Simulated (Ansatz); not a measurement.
Input file:

```yaml
crystal:
  periodic: [false, false, false]
  atoms:
    - {symbol: B, position_ang: [0.000000, 0.000000, 0.743519]}
    - {symbol: B, position_ang: [0.000000, 0.000000, -2.664481]}
    - {symbol: H, position_ang: [0.000000, 0.000000, 1.920963]}
basis:
  gaussian: {orbitals: 6-31G}
magnetization: {spin_polarized: true, initial_magnetization: 1}
hamiltonian: {xc: {name: PBE0}}
output: {forces: true, orbitals: {seedname: orbitals}}
```

```sh
$ ansatz run in.yaml --threads 1 --pin off --events-out ev --progress --plain --max-ram 2393MiB
```

Log:

```
284 factors; integrals over basis functions are off by at most 2.6e-4 eV
mean field evaluation 1: about -1351.5634 eV, gradient 1.4e1 eV
mean field evaluation 2: about -1272.3909 eV, gradient 7.6e1 eV
mean field evaluation 4: about -1354.1296 eV, gradient 1.2e1 eV
mean field evaluation 8: about -1355.3661 eV, gradient 8.1e0 eV
mean field evaluation 16: about -1356.3461 eV, gradient 1.0e-5 eV
mean field evaluation 32: about -1356.3709 eV, gradient 8.7e-6 eV
mean field evaluation 64: about -1356.3668 eV, gradient 1.3e-1 eV
mean field -1356.37085526 eV, -49.8457095498 hartree, gradient 2.1e-7 eV, S^2 0.965625; 7 other end points of the search recorded, 0 dependent functions left out
the calculation of the forces begins
reference -1356.37087591 eV, -49.8457103086 hartree; 6, 5 occupied and 14, 15 virtual orbitals, 284 factors
WARN: the results are in doubt because the forces break the atoms' symmetry
Total energy: -1356.37087591 eV, -49.8457103086 hartree
Atom 0 at     0.000000     0.000000     0.743519 Å, force    -0.000000    -0.013072    -1.787938 eV/Å
Atom 1 at     0.000000     0.000000    -2.664481 Å, force     0.000000     0.003357     0.347730 eV/Å
Atom 2 at     0.000000     0.000000     1.920963 Å, force     0.000000     0.009715     1.440208 eV/Å
Dipole moment:    -0.000000     0.000760     0.437372 e Å
In doubt: the forces break the atoms' symmetry
```

Ran on 1 thread of Arm Neoverse V1, shared host: 2.2 s wall, 0.07 GiB peak host memory.
